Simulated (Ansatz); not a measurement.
C3H5FN2, SMILES `C=C1NC(F)N1`. Total charge 0; spin multiplicity 1. The structure was optimised at the PBE0-D4/def2-TZVP level.

```xyz
11

C    -1.540    1.054    0.203
C    -0.554    0.173    0.113
N    -0.059   -0.652   -0.921
C     1.147   -0.817   -0.145
F     1.557   -2.104   -0.004
N     0.449   -0.279    0.998
H    -2.191    1.237   -0.640
H    -1.722    1.581    1.129
H    -0.017   -0.312   -1.869
H     2.021   -0.248   -0.487
H     0.908    0.366    1.622
```

Q: What is the dipole moment at B3LYP/def2-TZVPP? (Estimate.)

A: Computed: 3.06 D, with components (1.37, 2.59, -0.87) D in this frame, pointing from negative to positive charge.

Q: And with PBE, r2SCAN, ωB97M-V? (Estimate.)

A: Ansatz gave: PBE 2.89 D, r2SCAN 2.98 D, ωB97M-V 3.08 D.

Q: Give the Mulliken charges with B3LYP, ωB97M-V, r2SCAN in def2-TZVPP. (Estimate.)

A: Ansatz gave: 
```json
{"atom": "C1", "B3LYP": "-0.31", "ωB97M-V": "-0.30", "r2SCAN": "-0.34"}
{"atom": "C2", "B3LYP": "0.18", "ωB97M-V": "0.18", "r2SCAN": "0.23"}
{"atom": "N3", "B3LYP": "-0.22", "ωB97M-V": "-0.19", "r2SCAN": "-0.24"}
{"atom": "C4", "B3LYP": "0.22", "ωB97M-V": "0.16", "r2SCAN": "0.26"}
{"atom": "F5", "B3LYP": "-0.20", "ωB97M-V": "-0.19", "r2SCAN": "-0.20"}
{"atom": "N6", "B3LYP": "-0.22", "ωB97M-V": "-0.19", "r2SCAN": "-0.24"}
{"atom": "H7", "B3LYP": "0.09", "ωB97M-V": "0.09", "r2SCAN": "0.08"}
{"atom": "H8", "B3LYP": "0.09", "ωB97M-V": "0.09", "r2SCAN": "0.08"}
{"atom": "H9", "B3LYP": "0.15", "ωB97M-V": "0.12", "r2SCAN": "0.15"}
{"atom": "H10", "B3LYP": "0.08", "ωB97M-V": "0.11", "r2SCAN": "0.06"}
{"atom": "H11", "B3LYP": "0.15", "ωB97M-V": "0.12", "r2SCAN": "0.15"}
```

B3LYP here is the variant with VWN-RPA as its local correlation; programs differ in this.
